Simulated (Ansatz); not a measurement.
Ansatz results at the PBE0-D4/def2-TZVP geometry: LUMO energy (B3LYP/def2-TZVPP) -1.08 eV; size of the dipole moment (B3LYP/def2-TZVPP) 1.23 D; size of the dipole moment (ωB97M-V/def2-TZVPP) 1.22 D.

Each molecule was computed in one conformer, which needn't be the lowest.

(1) Which molecule gave them?
A. `CCC#CF`
B. `CC1=CC1F`
C. `C=C/C=C\F`
D. `CC#CCF`

Results:

(1) C. The others give `CC#CCF`: 0.19, 2.26, 2.22; `CC1=CC1F`: -0.16, 2.58, 2.58; `CCC#CF`: 0.73, 1.34, 1.33.

B3LYP here is the variant with VWN-RPA as its local correlation; programs differ in this.
